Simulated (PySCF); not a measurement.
Molecule: `InChI=1S/HNO/c1-2/h1H`.

Geometry:
| atom | x (Å) | y (Å) | z (Å) |
| --- | --- | --- | --- |
| N1 | -0.062 | 0.400 | 0.043 |
| O2 | 0.942 | -0.233 | -0.021 |
| H3 | -0.898 | -0.263 | -0.043 |

Spin–spin couplings on one PBE0-D3(BJ)/def2-SVP geometry, PySCF, gas phase, non-relativistic, equivalent pairs averaged; isotopes 15N, 17O, 1H; functional B3LYP.

How do the couplings (Hz) change with the basis set? Times are CPU seconds on shared hosts with different chips, so compare them loosely. Far from the basis limit: 6-31G-J, pcJ-0, 6-31G*, def2-TZVP, cc-pVTZ.

## Answers


| basis set | functions | 1J(N1,O2) | 1J(N1,H3) | 2J(O2,H3) | core-s |
| --- | --- | --- | --- | --- | --- |
| 6-31G-J | 28 | -51.6 | 4.7 | 21.0 | 0.52 |
| pcJ-0 | 29 | -115.3 | 28.3 | 26.4 | 0.51 |
| 6-31G* | 30 | 34.3 | -9.3 | 25.0 | 0.55 |
| pcJ-1 | 64 | 12.8 | -3.9 | 26.2 | 1.6 |
| def2-TZVP | 68 | 22.0 | -3.0 | 30.0 | 1 |
| cc-pVTZ | 74 | 17.1 | 1.1 | 30.3 | 1.1 |
| aug-cc-pVTZ-J | 112 | 33.8 | -6.5 | 34.3 | 1.6 |
| pcJ-2 | 126 | 28.2 | -4.8 | 33.1 | 1.8 |

The Fermi-contact term samples the wavefunction at the nucleus, which is why sets with added tight s functions (names with J) are made for couplings.
